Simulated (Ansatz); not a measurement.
**CH₄AlN (SMILES C=[N][AlH2]): one structure at several levels**

One table from this session's results is given with a row withheld; the runs are named, their logs left out.

Program: Ansatz 0.2.0, Gaussian basis. Level of theory: single points in def2-TZVPP. These are calculated values, not measurements.

Correlated methods freeze the cores.

### Where the work starts

SMILES `C=[N][AlH2]`, 7 atoms, charge 0, spin multiplicity 1.

Atoms are counted from 1 here; the program's logs count them from 0.

Bond lengths: C1–N2 1.242 Å, C1–H4 1.092 Å, C1–H5 1.104 Å, N2–Al3 1.764 Å, Al3–H6 1.562 Å, Al3–H7 1.553 Å. Angles: N2–C1–H4 121.9°, N2–C1–H5 123.8°, H4–C1–H5 114.2°, C1–N2–Al3 179.1°, N2–Al3–H6 120.3°, N2–Al3–H7 121.6°, H6–Al3–H7 118.0°.

As a file:

```
atom    x (Å)    y (Å)    z (Å)
  C1  -1.3316  -0.2009  -0.7102
  N2  -0.2422  -0.0429  -0.1344
 Al3   1.2964   0.1642   0.7040
  H4  -1.6583  -1.1789  -1.0696
  H5  -2.0539   0.6139  -0.8940
  H6   1.7233   1.5709   1.2328
  H7   2.2885  -1.0162   0.8863
```

The first run:

Contents of run/in.yaml:

```yaml
crystal:
  periodic: [false, false, false]
  atoms:
    - {symbol: C, position_ang: [-1.331600, -0.200900, -0.710200]}
    - {symbol: N, position_ang: [-0.242200, -0.042900, -0.134400]}
    - {symbol: Al, position_ang: [1.296400, 0.164200, 0.704000]}
    - {symbol: H, position_ang: [-1.658300, -1.178900, -1.069600]}
    - {symbol: H, position_ang: [-2.053900, 0.613900, -0.894000]}
    - {symbol: H, position_ang: [1.723300, 1.570900, 1.232800]}
    - {symbol: H, position_ang: [2.288500, -1.016200, 0.886300]}
basis:
  gaussian: {orbitals: def2-TZVPP}
correlation: {method: ccsd_t}
output: {forces: true}
```

No record of the launch command was kept for these runs.

Among the steps run: CCSD(T)/def2-TZVPP; PBE0-D4/def2-TZVPP; wB97M-V/def2-TZVPP; r2SCAN-D4/def2-TZVPP; PBE-D4/def2-TZVPP; SPW92/def2-TZVPP; LC-wPBE/def2-TZVPP.

One table of the session follows, with a row left open; its other results are not shown here.

```
   method  RMS force component (eV/Å)  angle to CCSD(T) forces (°)  dipole (D)
  CCSD(T)                       0.335                    reference        1.27
  PBE0-D4                       0.197                         61.3        1.31
  wB97M-V                           ?                            ?           ?
r2SCAN-D4                       0.213                         46.2        1.34
   PBE-D4                       0.307                         34.5        1.23
    SPW92                       0.316                         63.9        1.26
  LC-wPBE                       0.168                         75.6        1.39
```

Estimate the missing values for wB97M-V.

The run gave: RMS force component (eV/Å): 0.138; angle to CCSD(T) forces (°): 42.7; dipole (D): 1.34. In the column «RMS force component (eV/Å)» it is the lowest.
